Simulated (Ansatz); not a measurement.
Ideal-gas functions of C2H3F2N, SMILES `N=CC(F)F` at 800 K and 1 bar, from an Ansatz frequency run at PBE0-D4/def2-TZVP.

Molar mass 79.05 g/mol, point group Cs (symmetry number 1), electronic degeneracy 1, moments of inertia 53.934, 131.186, 167.866 u Å². Harmonic wavenumbers (cm⁻¹, unscaled): 97, 328, 371, 442, 625, 826, 1038, 1108, 1137, 1152, 1246, 1350, 1369, 1427, 1772, 3067, 3120, 3489.

Use S(trans) = R[1.5 ln M + 2.5 ln T − 1.1517]; rotational temperatures θ = 24.2544 K / I; S(rot) = R[ln(√π/σ · √(T³/θAθBθC)) + 1.5]; for each mode x = 1.438777 ν̃/T, S = R[x/(eˣ − 1) − ln(1 − e⁻ˣ)] and H = RT x/(eˣ − 1); 1 cm⁻¹ = 0.0119627 kJ/mol; R = 8.31446 J/(mol·K).

Task: By hand: the entropy, in J/(mol·K).

Result: Translation 183.9. Rotation: θ = 0.4497, 0.1849, 0.1445 K, giving 119.0. Vibration, mode by mode: 22.84, 12.82, 11.83, 10.44, 7.77, 5.75, 4.24, 3.83, 3.68, 3.60, 3.15, 2.72, 2.65, 2.44, 1.49, 0.22, 0.20, 0.11, in all 99.8. Electronic 0.0. Sum 402.7 J/(mol·K).

Task: By hand: H − E and G − E in kJ/mol, counted from the electronic energy.

Result: Zero-point energy ½ × 23964 × 0.0119627 = 143.3; thermal vibration 42.4; translation, rotation and pV give 4 RT = 26.6. H − E = 212.3 kJ/mol, and G − E = 212.3 − 800 × 402.7/1000 = -109.9 kJ/mol.

Vibration gives 25 % of the entropy, 22.8 J/(mol·K) of it from the mode under 150 cm⁻¹: soft modes count most, and the harmonic formula is weakest for them. The sum counts one conformer and one mirror image; others add a mixing term.
